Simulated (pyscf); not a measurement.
Structures and frequencies: ωB97X-D3(BJ)/def2-SVP in PySCF.

Question: Estimate the classical barrier height and the reaction energy of H₃Si–GeH₃ (SMILES [SiH3][GeH3]) + SiH₃• (SMILES [SiH3]) → GeH₃• (SMILES [GeH3]) + H₃Si–SiH₃ (SMILES [SiH3][SiH3]) at ωB97M-D3(BJ)/def2-TZVP. The step runs on the doublet surface, breaks Ge–Si and forms Si–Si; take the separated reactants as zero.

Answer: ΔE‡ = 29.6 kJ/mol, ΔE = -18.2 kJ/mol. Zero-point energy shifts the barrier by +1.2 kJ/mol. It is a substitution at Si, with an imaginary mode of 473i cm⁻¹. This is the saddle that the search found; another between the same sides may lie lower. The angle at the attacked Si is 180°. Elements up to Kr have no core potential and no relativistic terms here.
